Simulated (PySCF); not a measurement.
**Telling isomers of C₂H₄F₂ apart by NMR**

- couplings computed with B3LYP/pcJ-1
- GIAO PBE0/pcSseg-1 shieldings
- PBE0-D3(BJ)/def2-SVP structure
- program: PySCF 2.14.0 with density-fitted response routines
- one conformer, isolated molecule, relativity neglected, averaged over atoms made equivalent by symmetry, fast rotation or ring inversion

Shifts are taken against calculated references (same method and geometry level): 1H, 13C vs TMS. Multiplet labels drop J under 1 Hz and among equivalent protons, and merge close values. Unscaled 3J(H,H) run several per cent high. Vicinal couplings that depend on rotamer populations or ring flexing (ring, CH–CH, X–H and H–F types) are those of the one conformer. One-bond C–F couplings are unscaled and too large by tens of Hz. Shifts are as computed. Against solution values, carbons near 30 ppm lie about +2 ppm off and those near 130 ppm about +5 ppm. Of 1211 compounds with measured shifts, 218 miss one by over three times the rms of a fit or turn the order of signals round; such compounds aren't used in these exercises. Across acyclic CH2–CH2 and CH–CH2 bonds, 3J(H,H) assumes equally populated rotamers.

(1) Tabulate the signals of `CC(F)F`, `FCCF` and their relative energies.

(2) What is the quickest way to tell CC(F)F from FCCF?

## Answers

(1) 
```tsv
SMILES	carbon types	δC	δH	E rel. (kcal/mol)
CC(F)F	1×CH 1×CH3	117.4, 22.5	5.84 (tq, 1H), 1.42 (td, 3H)	0.0
FCCF	2×CH2	84.0	4.51 (m, 4H)	14.3
```

Energies are electronic energies at PBE0/pcSseg-1 on these geometries, without zero-point or thermal terms, each for the one conformer computed, which needn't be the lowest.

(2) Count the carbon signals: 2 against 1. The first has an sp3 CH bonded to 2 F at 117.4 ppm, the second an sp3 CH2 bonded to F at 84.0 ppm. In the proton spectra the most deshielded non-exchanging signals are 5.84 (tq, J = 64.1, 5.1 Hz, 1H) and 4.51 (m, 4H).
